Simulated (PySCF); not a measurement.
An unknown gives this computed stick spectrum. Method used: TDDFT CAM-B3LYP/def2-SVPD, vertical, gas phase, core orbitals frozen in the response (PySCF). Geometries: GFN2-xTB, one conformer each.

```tsv
state	ν̃ (cm⁻¹)	f	main configurations (H = HOMO, L = LUMO)
S1	56130	0.0042	H→L (78%), H→L+1 (15%)
S2	65920	0.030	H→L+1 (62%), H→L+3 (12%), H→L (12%)
S3	67950	0.0088	H-1→L (43%), H→L+2 (32%), H→L+3 (9%)
S4	68450	0.013	H-1→L (38%), H→L+2 (29%), H→L+3 (9%)
S5	70250	0.018	H→L+3 (55%), H→L+2 (23%)
S6	73480	0.016	H-2→L (39%), H-1→L+1 (26%), H-3→L (14%)
S7	74420	0.049	H-2→L (49%), H-1→L+1 (29%), H-3→L (9%)
S8	76090	0.040	H-3→L (38%), H-1→L+3 (21%), H-1→L+1 (21%)
```

Triplets computed (Tamm–Dancoff): 6.66, 7.99, 8.14 eV.

Question: Which candidate is it?
A. `C#CCC(F)F`
B. `CC(C)CO`
C. `CC1C(F)=C1F`

Answer: B. Its S1, at 6.96 eV, is the highest among the candidates; the nearest of the others has S1 at 6.66 eV. S1 is HOMO→LUMO (78%), HOMO→LUMO+1 (15%). Löwdin shares by element: HOMO oxygen 54%, carbon 26% or more, hydrogen 7% or more; LUMO hydrogen 25% or more, oxygen 21%, carbon 11% or more (atoms not listed hold the other 43%). At the same level the other candidates give, for their lowest levels:
- `CC1C(F)=C1F`: 6.04 eV (f 0.017); 7.09 eV (f 0.043); 7.74 eV (f 0.000); 7.95 eV (f 0.053); 8.08 eV (f 0.031); T1 4.72 eV; HOMO -8.72, LUMO 0.79 eV
- `C#CCC(F)F`: 6.66 eV (f 0.000); 6.97 eV (f 0.002); 7.02 eV (f 0.001); 7.87 eV (f 0.034); 7.95 eV (f 0.055); T1 5.52 eV; HOMO -9.69, LUMO 1.25 eV

The values belong to the conformer `[CH3:1][CH:2]([CH3:3])[CH2:4][OH:5]`: C1–C2–C4–O5 62°, H–O5–C4–C2 58°.
